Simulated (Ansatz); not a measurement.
# H2F (doublet): the correlation ladder at distance H1–H2 along a hydrogen transfer = 1.001 Å, cc-pVTZ

Aim: climb from Hartree-Fock through coupled cluster and multireference methods for H2F (doublet) at one geometry and basis, and see what each rung misses.

Computed with Ansatz 0.2.0, Gaussian basis. Level: cc-pVTZ, core rule «outside noble gas», up to 1 orbitals frozen.

Plan: UHF; CCSD(T) on ROHF; CCSD(T) on UHF; BCCD(T) on ROHF; CISD; CCSDT(Q) on ROHF; CCSDT(Q) on UHF; CASSCF and NEVPT2, 3 electrons in 3 orbitals; CASSCF and MRCISD+Q, 9 electrons in 6 orbitals; CASSCF and NEVPT2, 9 electrons in 6 orbitals.

6 further runs of the same task are left out: 6 that didn't finish.

### 1 The geometry

The geometry derives from fragments relaxed apart (PBE0/def2-TZVP) and kept rigid, so it is no stationary point. A hydrogen atom is moved between rigid fragments.

3 atoms, charge 0, spin multiplicity 2.

Atoms are counted from 1 here; the program's logs count them from 0.

Bond lengths: H2–F3 0.900 Å.

Coordinates:

```xyz
3

H     0.00000    0.00000   -0.96733
H     0.00000    0.00000    0.03367
F     0.00000    0.00000    0.93367
```

### 2 UHF

Input file in.yaml:

```yaml
crystal:
  periodic: [false, false, false]
  atoms:
    - {symbol: H, position_ang: [0.000000, 0.000000, -0.967333]}
    - {symbol: H, position_ang: [0.000000, 0.000000, 0.033667]}
    - {symbol: F, position_ang: [0.000000, 0.000000, 0.933667]}
basis:
  gaussian: {orbitals: cc-pVTZ}
magnetization: {spin_polarized: true, initial_magnetization: 1}
hamiltonian: {xc: hf}
output: {orbitals: {seedname: orbitals}}
```

Launch:

```console
$ ansatz run in.yaml --threads 1 --pin off --events-out ev --progress --plain --max-ram 2393MiB
```

After this run come: CCSD(T) on ROHF; CCSD(T) on UHF; BCCD(T) on ROHF; CISD; CCSDT(Q) on ROHF; CCSDT(Q) on UHF; CASSCF and NEVPT2, 3 electrons in 3 orbitals; CASSCF and MRCISD+Q, 9 electrons in 6 orbitals; CASSCF and NEVPT2, 9 electrons in 6 orbitals.

Q: Predict the results of all the runs planned. Wanted: UCCSDT(Q) below the RHF energy; RMP2 from UCCSDT(Q); UMP2 from UCCSDT(Q); RCCSD from UCCSDT(Q); RCCSD(T) from UCCSDT(Q); UCCSD(T) from UCCSDT(Q); RCCSDT(Q) from UCCSDT(Q); NEVPT2 pair from UCCSDT(Q); NEVPT2 valence from UCCSDT(Q).

As calculated:

| quantity | value |
| --- | --- |
| UCCSDT(Q) below the RHF energy | -7.9116 eV |
| RMP2 from UCCSDT(Q) | +289.3 meV |
| UMP2 from UCCSDT(Q) | +292.4 meV |
| RCCSD from UCCSDT(Q) | +199.2 meV |
| RCCSD(T) from UCCSDT(Q) | +9.1 meV |
| UCCSD(T) from UCCSDT(Q) | +9.2 meV |
| RCCSDT(Q) from UCCSDT(Q) | +0.8 meV |
| NEVPT2 pair from UCCSDT(Q) | +313.0 meV |
| NEVPT2 valence from UCCSDT(Q) | +864.9 meV |
| MRCISD+Q valence from UCCSDT(Q) | +96.2 meV |
| levels within 1 kcal/mol (43 meV) | RCCSD(T), UCCSD(T), BCCD(T), RCCSDT, UCCSDT, RCCSDT(Q) |
| T1 diagnostic | 0.016 |
| effectively unpaired electrons | 1.00 |

RCCSD(T) misses by +9.1 meV, 0.1 % of the correlation energy. One determinant dominates. Of the multireference levels listed MRCISD+Q valence comes nearest in total energy (+96.2 meV), which doesn't show that its space is the better one. These misses are within one basis, not against nature; the frozen cores of restricted and unrestricted runs differ, which can shift their rows.
